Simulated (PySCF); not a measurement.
Isomers of C5H10O, one GFN2-xTB conformer each. Single-point energies are computed at CAM-B3LYP/def2-SVPD (PySCF, gas phase, no added dispersion term), electronic only.

Task: Rank them by CAM-B3LYP/def2-SVPD energy, lowest first (kcal/mol).
A. `[CH2:1]=[CH:2][C:3]([CH3:4])([CH3:5])[OH:6]` with C1–C2–C3–C4 111°, C2–C3–O6–H -61°
B. `[OH:1][CH2:2][CH:3]1[CH2:4][CH2:5][CH2:6]1` with H–O1–C2–C3 -55°, O1–C2–C3–C4 75°, C2–C3–C4–C5 130°, C3–C4–C5–C6 -10°, C4–C5–C6–C3 10°, C2–C3–C6–C5 -130°
C. `[CH3:1][CH2:2][O:3][CH:4]1[CH2:5][CH2:6]1` with C1–C2–O3–C4 -70°, C2–O3–C4–C5 166°
D. `[CH3:1][C:2](=[O:3])[CH:4]([CH3:5])[CH3:6]` with C1–C2–C4–C5 149°
E. `[CH2:1]=[CH:2][C@H:3]([CH3:4])[O:5][CH3:6]` with C1–C2–C3–C4 -114°, C2–C3–O5–C6 -68°

Result: D (0.0), A (16.1), B (22.7), E (27.6), C (31.9).

As drawn, the lowest has a C=O bond, which the highest lacks; the highest has a three-membered ring, which the lowest lacks. GFN2-xTB itself gives, in the same order: 0.0, 17.4, 8.3, 22.4, 15.9. Both levels put the same isomer lowest; measured from each level's own lowest isomer, the values differ by up to 16.0 kcal/mol (CCOC1CC1: 15.9 against 31.9).

Task: Which frontier levels, dipoles and rotational constants go with these structures?

Result: 
| SMILES | HOMO (eV, CAM-B3LYP/def2-SVPD) | LUMO (eV) | dipole (D) | A, B, C (MHz) |
| --- | --- | --- | --- | --- |
| CC(=O)C(C)C | -8.64 | 0.79 | 3.01 | 4785, 2828, 2307 |
| C=CC(C)(C)O | -8.95 | 1.17 | 1.52 | 4674, 2774, 2751 |
| OCC1CCC1 | -9.22 | 1.28 | 1.90 | 8282, 2259, 1945 |
| C=C[C@H](C)OC | -8.93 | 1.19 | 1.21 | 4202, 3095, 1969 |
| CCOC1CC1 | -8.44 | 1.51 | 1.33 | 7742, 2338, 1979 |
